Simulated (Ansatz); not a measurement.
Geometry optimisation, RKS PBE0-D4/6-31G* (Ansatz 0.2.0).

input.yaml

```yaml
crystal:
  periodic: [false, false, false]
  atoms:
    - { symbol: C, position_ang: [-1.0223, 0.9124, 0.3477] }
    - { symbol: C, position_ang: [0.0399, 0.1572, -0.2622] }
    - { symbol: C, position_ang: [0.5181, -0.9407, 0.2927] }
    - { symbol: S, position_ang: [1.9138, -1.839, -0.4045] }
    - { symbol: H, position_ang: [-1.916, 0.9819, -0.3736] }
    - { symbol: H, position_ang: [-1.4202, 0.553, 1.283] }
    - { symbol: H, position_ang: [-0.7107, 1.9856, 0.5233] }
    - { symbol: H, position_ang: [0.472, 0.5465, -1.2134] }
    - { symbol: H, position_ang: [0.1617, -1.2902, 1.2935] }
    - { symbol: H, position_ang: [2.0468, -1.118, -1.4834] }
basis:
  gaussian: { orbitals: "6-31G*" }
hamiltonian:
  xc: pbe0
  dispersion: d4
relax:
  f_tol: 0.015
  max_steps: 40
```

Command:

```bash
$ ansatz run input.yaml --threads 1 --pin off --max-ram 2048MiB --backend cpu --events-out ev --progress --plain --runs-dir out
```

Task: Where does it end, and by what steps?

Result: The run converged. After 7 steps the energy has fallen by 0.268 eV; H10 moved furthest, 0.10 Å.

```
step  energy less start (eV)  largest force component (eV/Å)  accepted
   0                  0.0000                           2.719       yes
   1                 -0.1946                           1.021       yes
   2                 -0.2485                           0.514       yes
   3                 -0.2612                           0.344       yes
   4                 -0.2671                           0.138       yes
   5                 -0.2674                           0.041       yes
   6                 -0.2675                           0.017       yes
   7                 -0.2675                           0.002       yes
```

```xyz
10
Properties=species:S:1:pos:R:3
C -1.072 0.966 0.341
C 0.048 0.190 -0.273
C 0.575 -0.909 0.269
S 1.886 -1.905 -0.354
H -1.940 1.010 -0.329
H -1.397 0.521 1.286
H -0.774 2.004 0.541
H 0.442 0.562 -1.220
H 0.197 -1.298 1.213
H 2.118 -1.192 -1.472
```

Whether the end is a true minimum wasn't checked by a vibrational analysis.

Time of the run: 49 s on 1 thread of Arm Neoverse N1, on a shared host, peak memory 0.14 GiB.
